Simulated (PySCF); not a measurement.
Bonds broken one at a time in the series B F-OH. Isolated molecules, 0 K electronic values unless said otherwise. One relaxed conformer stands for each flexible species; it need not be the lowest. Strings in code marks are SMILES.

The highest occupied spin orbital from two functionals at the same geometries (PBE0-D4/def2-TZVP), both in PySCF: PBE-D3(BJ)/def2-TZVP and B3LYP-D3(BJ)/def2-TZVP. B3LYP has the VWN-RPA correlation part, as in Gaussian. 

| species | PBE-D3(BJ)/def2-TZVP (eV) |
|---|---|
| radical fragment (`F[B]F`) | -5.79 |
| radical fragment (`[OH]`) | -7.16 |
| radical fragment (`O[B]O` (H–O–B–O torsion -180°, O–B–O–H torsion 180°)) | -4.44 |

Problem. What does B3LYP-D3(BJ)/def2-TZVP give for each?

Solution. 
- radical fragment (`F[B]F`): -6.96
- radical fragment (`[OH]`): -8.84
- radical fragment (`O[B]O` (H–O–B–O torsion -180°, O–B–O–H torsion 180°)): -5.52
Over these rows, drawn at random from the members with no instability flagged (it was tested for open shells, ions and some series alone), PBE minus B3LYP-D3(BJ): mean +1.31 eV, from +1.08 eV to +1.68 eV.
